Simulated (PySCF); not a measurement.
C₂⁻ from Hartree–Fock to correlated methods

State: ²Σg⁺ (doublet), unpaired electrons σ ↑. Set-up: basis C def2-SVPD; no relativity; PySCF 2.14. De refers to C + C⁻ in their high-spin ground configurations, without counterpoise correction. The functionals are run spin-unrestricted.

```
      Level  Re (Å)  ωe (cm⁻¹)  De (eV)
        UHF   1.249       2000      n/a
    UHF-MP2   1.285       1801      n/a
UHF-SCS-MP2   1.284       1810      n/a
   UHF-CCSD   1.275       1861      n/a
UHF-CCSD(T)   1.282       1815      n/a
        PBE   1.274       1848      n/a
     PBEsol   1.273       1859      n/a
     r²SCAN   1.267       1884      n/a
      B3LYP   1.263       1895      n/a
       PBE0   1.263       1911      n/a
     M06-2X   1.258       1942      n/a
```

(1) What does a quarter of exact exchange do here, going from PBE to PBE0?

(2) What does the step from GGA to meta-GGA do here, going from PBE to r²SCAN?

(3) What does second-order correlation do here, going from UHF to UHF-MP2?

Correlated steps freeze 2 core orbitals. The highest Kohn–Sham level is positive in this anion. Much of that is self-interaction error, but it also means that the finite basis helps to hold the extra electron. The state is the lowest determinant that a PBE0 search found; another state may lie lower at other levels.

## Answers

(1) PBE0 less PBE: -1.1 pm in Re, +3.4 % in ωe. Exact exchange removes part of the self-interaction that spreads semilocal densities, and in most molecules shortens and stiffens the bond and lowers De; so it does here.

(2) r²SCAN less PBE: -0.7 pm in Re, +1.9 % in ωe. 

(3) UHF-MP2 less UHF: +3.6 pm in Re, -10.0 % in ωe. Correlation nearly always deepens the well. The bond lengthens, as in strong covalent bonds, where excitations into antibonding orbitals dominate.
